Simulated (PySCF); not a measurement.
Phosphorus: a sound run and one with changed settings

Sound run: P [Ne] 3s2 3p3, P⁺ [Ne] 3s2 3p2. Calculation: PySCF 2.14, in aug-cc-pV(D+d)Z (5s4p3d, 32 functions); no relativity, point nucleus. In the sound run the correlated levels freeze [Ne]. The sound run starts from symmetry-adapted Hartree-Fock orbitals and uses a fine grid where one is needed.

Changed run: scalar relativity by spin-free X2C-1e. This setting is unsound on purpose.

```tsv
species	method	sound run (hartree)	changed run (hartree)	converged
P	UHF	-340.70996	-341.43930	yes
P	TPSS	-341.28154	-342.01026	yes
P	PBE0	-341.13375	-341.86265	yes
P	MP2	-340.77806	-341.50739	yes
P	CCSD(T)	-340.79889	-341.52816	yes
P⁺	UHF	-340.34482	-341.07452	yes
P⁺	TPSS	-340.89506	-341.62422	yes
P⁺	PBE0	-340.74613	-341.47543	yes
P⁺	MP2	-340.39605	-341.12572	yes
P⁺	CCSD(T)	-340.41899	-341.14858	yes
```

Ionisation energy of P:

```tsv
method	sound run (eV)	changed run (eV)
UHF	9.936	9.926
TPSS	10.517	10.505
PBE0	10.548	10.537
MP2	10.395	10.386
SCS-MP2	10.236	10.226
CCSD	10.323	10.314
CCSD(T)	10.338	10.329
```

Most of the change in total energy is the relativistic energy itself. On top of that the contraction fixes the core shape for the Hamiltonian it was made with, so the changed run is not a good calculation with the other Hamiltonian either.

For comparison, NIST gives 10.487 eV between the lowest levels.
